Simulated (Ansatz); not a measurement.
Two isomers of C4H5N: A = `c1cc[nH]c1`, B = `CC1=CC=N1`.

Isolated molecules relaxed with PBE0-D4/def2-TZVP in Ansatz; ΔE leaves out vibrations. CCSD(T)/CBS adds triple-zeta CCSD(T) − MP2 to the extrapolated MP2 energy (def2 sets, frozen cores). Functionals use def2-TZVPP.

A:

Z-matrix (Å, degrees):
```
C
C 1 1.371
C 1 1.417 2 107.3
H 1 1.079 2 125.7 3 180.0
N 2 1.363 1 107.7 3 -0.0
H 2 1.078 1 131.0 3 -180.0
C 3 1.371 1 107.3 2 -0.0
H 3 1.079 1 126.9 2 180.0
H 5 1.003 2 125.0 1 -180.0
H 7 1.078 3 131.0 1 180.0
```

B:

```xyz
10

C    -1.031   -0.795    0.849
C    -0.051   -0.042    0.071
C     0.235    0.309   -1.181
C     1.428    1.020   -0.546
N     1.178    0.698    0.664
H    -0.531   -1.598    1.402
H    -1.806   -1.222    0.211
H    -1.493   -0.143    1.598
H    -0.193    0.151   -2.160
H     2.263    1.621   -0.906
```

Problem. Which is lower in electronic energy at CCSD(T)/CBS, and by how much? (An estimate is asked.)

Solution. Computed: A, by 72.9 kcal/mol.

Problem. Give E(B) − E(A) in kcal/mol with BLYP-D4, CCSD(T)/def2-TZVPP, PBE-D4, B2PLYP, CCSD(T)/def2-SVP, ωB97M-V, PBE0-D4. (Estimate.)

Solution. The calculation gave: BLYP-D4 74.1, CCSD(T)/def2-TZVPP 71.7, PBE-D4 76.2, B2PLYP 76.4, CCSD(T)/def2-SVP 72.6, ωB97M-V 75.6, PBE0-D4 79.1. None reverses the order clearly.

Problem. Does the order hold for the free energy at 298.15 K (harmonic terms from PBE0-D4)? (Estimate.)

Solution. Ansatz gave: Yes: G(B) − G(A) = +68.8 kcal/mol.

Largest T1 diagnostic: 0.019.

Leaving LDA and LC-ωPBE aside and taking each functional with its dispersion term where it has one, the values, not all of them listed here, spread over 7.3 kcal/mol, from BLYP-D4 to r2SCAN0-D4. LDA lies +9.1 kcal/mol from PBE without D4. From r2SCAN to r2SCAN0 (25 % exact exchange), in def2-TZVPP and without D4, E(B) − E(A) moves by +1.8 kcal/mol.
